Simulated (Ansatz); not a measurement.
Born–Oppenheimer molecular dynamics of H₆NSi₂ (9 atoms, charge 0, multiplicity 2). It starts at the highest image of a converged band. Of that band: Neighbouring images differ by up to 1.2 eV, so the band resolves the path poorly. A vibrational analysis at the climbing image gives one clearly imaginary mode, 1933i cm⁻¹: a first-order saddle point.

Computed with UKS PBE/STO-3G in Ansatz.

```yaml
ensemble: NVE (velocity Verlet)
time_step: 0.5 fs
steps_asked: 200
starting_velocities_drawn_for: 100 K
seed: 9653
```

First frame:

```xyz
9
Properties=species:S:1:pos:R:3
N -1.617 0.246 -1.200
Si 0.023 0.674 -0.439
Si 0.806 -0.878 1.000
H -1.921 1.262 -1.487
H -0.352 0.296 -1.934
H 0.161 2.059 0.043
H 2.164 -0.550 1.409
H 0.832 -2.197 0.386
H -0.008 -0.960 2.207
```

(1) How far do the bonds stretch over the last three quarters of this one trajectory? (Pairs bonded in most of those frames.)

## Answers

(1) 
```tsv
bond	mean (Å)	spread (Å)	shortest	longest
N1–Si2	1.839	0.114	1.60	2.07
N1–H4	1.083	0.062	0.96	1.22
N1–H5	1.112	0.106	0.94	1.28
Si2–Si3	2.281	0.039	2.21	2.35
Si2–H6	1.487	0.033	1.43	1.54
Si3–H7	1.460	0.030	1.42	1.50
Si3–H8	1.460	0.007	1.45	1.48
Si3–H9	1.464	0.010	1.45	1.49
```

Mean temperature of the second half: 1271 K. The conserved energy stayed within 1.3 meV per atom of its start (net change -0.031 meV per atom), so the integration is sound. The system heated up, since it started high on the potential surface and ran downhill. A run of 0.1 ps of so small a system gives no equilibrium averages. Limits of this set-up: minimal basis.

Time of the run: 4.3 min on 1 CPU thread of a shared host.
